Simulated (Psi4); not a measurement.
# C2H2NO (SMILES [H]/N=C/[C]=O): UM06-2X/6-311+G(d,p)

What is the energy change on altering one bond length of C2H2NO at UM06-2X/6-311+G**? 

The calculation is run with Psi4 1.11.

1 further run of the same task is left out (set aside as unsound or not needed).

## Step 1: The system as given

C2H2NO: 6 atoms, total charge 0, spin state doublet. SMILES: `[H]/N=C/[C]=O`. The shape is that of a GFN2-xTB optimisation.

Bond lengths: N1–C2 1.309 Å, C2–C3 1.341 Å, C3–O4 1.162 Å, N1–H5 1.015 Å, C2–H6 1.103 Å. Angles: N1–C2–C3 126.8°, C2–C3–O4 173.2°, N1–C2–H6 124.5°, C3–C2–H6 108.7°, C2–N1–H5 112.8°.

## Step 2: Energy and gradient at UM06-2X/6-311+G(d,p)

job.inp reads:

```
memory 1600 mb

molecule {
  0 2
  N     -0.563700     0.543180    -1.070720
  C     -0.102090     0.136940     0.084740
  C      0.750150    -0.876020     0.298290
  O      1.477140    -1.724690     0.618240
  H     -1.198900     1.330750    -0.986410
  H     -0.362610     0.589830     1.055870
  units angstrom
  symmetry c1
  no_reorient
  no_com
}

set globals {
  basis                6-311+G**
  reference            uks
  puream               true
  e_convergence        1e-09
  d_convergence        1e-08
  scf_type             pk
  dft_radial_points    99
  dft_spherical_points 590
  maxiter              200
}

result, w = gradient("m06-2x", return_wfn=True)
oeprop(w, "LOWDIN_CHARGES", "QUADRUPOLE", "WIBERG_LOWDIN_INDICES", title="M06-2X")
```

Command:

```
$ psi4 -n 1 job.inp job.out
```

job.out:

```text
[...]
  Running in c1 symmetry.
[...]
  Nuclear repulsion =   96.174411317368467
[...]
  Multiplicity = 2
[...]
  Nalpha       = 15
  Nbeta        = 14
[...]
    Number of basis functions: 100
[...]
   @UKS iter   1:  -207.06826979593944   -4.75992e-01   6.73358e-03 ADIIS/DIIS
[...]
   @UKS iter  16:  -207.27447584737666   -7.02016e-12   6.15771e-09 DIIS
[...]
   @S^2 Observed:                7.684760202E-01
[...]
    Orbital Energies [Eh]
    ---------------------
    Alpha Occupied:
       1A    -19.730379     2A    -14.749919     3A    -10.691897
       4A    -10.613392     5A     -1.280547     6A     -1.033421
       7A     -0.856548     8A     -0.651345     9A     -0.619922
      10A     -0.584938    11A     -0.571794    12A     -0.531754
      13A     -0.442557    14A     -0.364450    15A     -0.257068
    Alpha Virtual:
      16A     -0.033940    17A      0.011113    18A      0.027427
      19A      0.044349    20A      0.056834    21A      0.073756
      22A      0.079843    23A      0.094175    24A      0.100809
      25A      0.124719    26A      0.151697    27A      0.176645
[...]
  @UKS Final Energy:  -207.27447584737666
   => Energetics <=
    Nuclear Repulsion Energy =             96.1744113173684667
    One-Electron Energy =                -470.6787034405860481
    Two-Electron Energy =                 180.2162161362009840
    DFT Exchange-Correlation Energy =     -12.9863998603600770
    Empirical Dispersion Energy =           0.0000000000000000
    VV10 Nonlocal Energy =                  0.0000000000000000
    Total Energy =                       -207.2744758473766638
[...]
  -Total Gradient:
     Atom            X                  Y                   Z
    ------   -----------------  -----------------  -----------------
       1       -0.000252171900     0.003645726194     0.024046071384
       2        0.014308752565    -0.020363979508    -0.020330414095
       3       -0.025295237822     0.030008955086    -0.008145194466
       4        0.013129154104    -0.015069380962     0.008238466007
       5       -0.000667323036    -0.000124491081    -0.006595917631
       6       -0.001209854378     0.001890166194     0.002809233048
[...]
 Multipole Moments:
 ------------------------------------------------------------------------------------
     Multipole            Electronic (a.u.)      Nuclear  (a.u.)        Total (a.u.)
 ------------------------------------------------------------------------------------
 L = 1.  Multiply by 2.5417464519 to convert [e a0] to [Debye]
 Dipole X            :        -19.5724989           19.2715593           -0.3009396
 Dipole Y            :         24.1188296          -23.6388865            0.4799431
 Dipole Z            :          1.1545108           -0.3429475            0.8115633
 Magnitude           :                                                    0.9897197
 L = 2.  Multiply by 1.3450342976 to convert [e a0^2] to [Debye ang]
 Quadrupole XX       :       -105.6894954           88.1609345          -17.5285609
 Quadrupole XY       :        100.8851726         -101.2763868           -0.3912141
[...]
```

It took 45 s on 1 thread of Intel Xeon 6975P-C (Granite Rapids), shared host; peak memory 0.77 GiB.

## Step 3: The distorted shape, same level

c2h2no.py reads:

```python
import psi4

psi4.set_memory('1600 MB')
psi4.set_num_threads(1)
psi4.set_output_file('c2h2no.out', False)

m = psi4.geometry("""
0 2
N
C 1 1.308894
C 2 1.340897 1 126.81283
O 3 1.3367 1 160.58308 2 179.67714
H 1 1.01531 2 112.83547 3 179.97031
H 2 1.102757 1 124.51517 5 -0.0806
units angstrom
symmetry c1
""")

options = {'basis': '6-311+G**', 'reference': 'uks', 'puream': True, 'e_convergence': 1e-09, 'd_convergence': 1e-08, 'scf_type': 'pk', 'dft_radial_points': 99, 'dft_spherical_points': 590, 'maxiter': 200}
psi4.set_options(options)

energy_value, wavefunction = psi4.gradient("M06-2X", molecule=m, return_wfn=True)
psi4.oeprop(wavefunction, "WIBERG_LOWDIN_INDICES", "MAYER_INDICES", "DIPOLE")
print('gradient / Eh bohr^-1')
print(energy_value.np.round(6))
print(f'energy = {wavefunction.energy():.10f} Eh')
```

Command:

```
$ python c2h2no.py
```

c2h2no.out:

```text
[...]
  Running in c1 symmetry.
[...]
  Nuclear repulsion =   92.159070483998192
[...]
  Multiplicity = 2
[...]
  Nalpha       = 15
  Nbeta        = 14
[...]
    Number of basis functions: 100
[...]
   @UKS iter   1:  -207.02123342575257   -6.95787e-01   6.70820e-03 DIIS/ADIIS
[...]
   @UKS iter  18:  -207.22833206611938   -2.89901e-12   6.31790e-09 DIIS
[...]
   @S^2 Observed:                7.749995018E-01
[...]
    Orbital Energies [Eh]
    ---------------------
    Alpha Occupied:
       1A    -19.723363     2A    -14.771429     3A    -10.713568
       4A    -10.634329     5A     -1.177229     6A     -1.051311
       7A     -0.873843     8A     -0.636813     9A     -0.623823
      10A     -0.567653    11A     -0.534022    12A     -0.474270
      13A     -0.451420    14A     -0.380615    15A     -0.288305
    Alpha Virtual:
      16A     -0.071899    17A      0.003646    18A      0.022997
      19A      0.041044    20A      0.046054    21A      0.063870
      22A      0.084870    23A      0.094390    24A      0.095142
      25A      0.122310    26A      0.142075    27A      0.165363
[...]
  @UKS Final Energy:  -207.22833206611938
   => Energetics <=
    Nuclear Repulsion Energy =             92.1590704839981925
    One-Electron Energy =                -462.7974411451393166
    Two-Electron Energy =                 176.3360582663369485
    DFT Exchange-Correlation Energy =     -12.9260196713151849
    Empirical Dispersion Energy =           0.0000000000000000
    VV10 Nonlocal Energy =                  0.0000000000000000
    Total Energy =                       -207.2283320661193784
[...]
  -Total Gradient:
     Atom            X                  Y                   Z
    ------   -----------------  -----------------  -----------------
       1        0.000034731092     0.013435050997     0.011383729571
       2       -0.000030531843    -0.026978485106     0.001231626057
       3        0.000419755897     0.170295327523    -0.156680141506
       4       -0.000416561446    -0.155467622570     0.149247718057
       5       -0.000026079618    -0.003724302273    -0.005800057677
       6        0.000019429140     0.002428225915     0.000620797346
[...]
 Multipole Moments:
 ------------------------------------------------------------------------------------
     Multipole            Electronic (a.u.)      Nuclear  (a.u.)        Total (a.u.)
 ------------------------------------------------------------------------------------
 L = 1.  Multiply by 2.5417464519 to convert [e a0] to [Debye]
 Dipole X            :         -0.0007640            0.0016214            0.0008574
 Dipole Y            :         -1.9224695            3.1823561            1.2598866
 Dipole Z            :          1.6679110           -1.5961272            0.0717838
 Magnitude           :                                                    1.2619302
[...]
```

The script printed:

```text
gradient / Eh bohr^-1
[[ 3.50000e-05  1.34350e-02  1.13840e-02]
 [-3.10000e-05 -2.69780e-02  1.23200e-03]
 [ 4.20000e-04  1.70295e-01 -1.56680e-01]
 [-4.17000e-04 -1.55468e-01  1.49248e-01]
 [-2.60000e-05 -3.72400e-03 -5.80000e-03]
 [ 1.90000e-05  2.42800e-03  6.21000e-04]]
energy = -207.2283320661 Eh
```

Wall time 50 s (1 thread of Intel Xeon 6975P-C (Granite Rapids), shared host); peak memory 0.76 GiB.

## Step 4: Summary of results

Level: UM06-2X/6-311+G**.

| quantity | value |
| --- | --- |
| first shape: total energy | -207.27448 Eh |
| first shape: dipole moment | 2.52 D |
| first shape: HOMO energy (highest over α and β) | -7.00 eV |
| first shape: LUMO energy (lowest over α and β) | -1.53 eV |
| first shape: ⟨S²⟩ | 0.768 |
| first shape: largest force on an atom | 2.061 eV/Å |
| distorted shape: total energy | -207.22833 Eh |
| distorted shape: dipole moment | 3.21 D |
| distorted shape: HOMO energy (highest over α and β) | -7.85 eV |
| distorted shape: LUMO energy (lowest over α and β) | -2.30 eV |
| distorted shape: ⟨S²⟩ | 0.775 |
| distorted shape: largest force on an atom | 11.899 eV/Å |
| energy change with the C3–O4 bond stretched from 1.162 to 1.337 Å | 1.256 eV |

**Reading.** With the C3–O4 bond stretched from 1.162 to 1.337 Å the energy rises by 1.26 eV (29 kcal/mol). The first shape isn't relaxed at this level, so the change isn't measured from a minimum. The largest force (first shape) is 2.06 eV/Å: the shape isn't a stationary point for this species at this level.
